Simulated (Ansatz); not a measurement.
System: cubic perovskite BaTiO3 (cubic high-temperature phase). Method: PBE-D3(BJ) (Ansatz, a first-principles code, PAW).

Numerical settings: plane-wave cutoff 520 eV, 8×8×8 k mesh, Fermi–Dirac smearing 0.01 eV, no spin polarisation, scalar-relativistic PAW data made under PBE.

The cell is scaled about its equilibrium volume:

```csv
V (Å³/atom),P (GPa),direct gap at Γ (eV),smallest gap on the k mesh (eV)
11.962,12.14,1.981,1.959
12.217,7.64,1.964,1.914
12.471,3.61,1.945,1.870
12.726,0.00,1.925,1.827
12.980,-3.23,1.902,1.784
13.235,-6.13,1.879,1.742
13.490,-8.72,1.855,1.701
```

The fundamental gap (1.83 eV at the equilibrium volume, with added k points) lies elsewhere than Γ–Γ.

Measured, for comparison: band gap 3.2 eV (temperature not stated, not corrected to a static lattice; as tabulated in Matsushita et al. (2011), arXiv:1104.2769).

Note: the relaxation could not lower the start's symmetry, so the cell can be a saddle point above a distorted one.

Spin–orbit coupling is not included.
